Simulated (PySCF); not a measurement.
# Shapes and spin states of OHF

Level of theory: PBE0/[O def2-TZVP, H def2-TZVP, F def2-TZVP], no relativity, density fitting, PySCF.

Relaxations began from a few typed shapes and spin states; open shells are unrestricted. The search is not exhaustive: other isomers or separated fragments can lie lower, and high-lying points may rest on an excited occupation.

```tsv
spin	group	bonds	angles	imaginary modes (cm⁻¹)	ΔE (kJ/mol)	ΔE with ZPE (kJ/mol)
singlet	Cs	O–F 1.406 Å, O–H 0.969 Å	F–O–H 99.1°	none	0.0	0.0
triplet	Cs	O–H 0.978 Å		none	155.0	144.6
singlet	C∞v	O–F 1.347 Å, O–H 0.953 Å	F–O–H 180.0°	2046i, 2046i	315.3	–
```

The lowest minimum found is the singlet Cs: O–F 1.406 Å, O–H 0.969 Å; F–O–H 99.1°.

Starts that fell apart ended at 199 kJ/mol on the same scale (coarser grid).

Counting electrons, oxygen keeps 4 of its valence electrons outside its bonds, so the VSEPR class is AX2E2 and the expected shape is bent; with unlike ligands the computed point group is Cs.
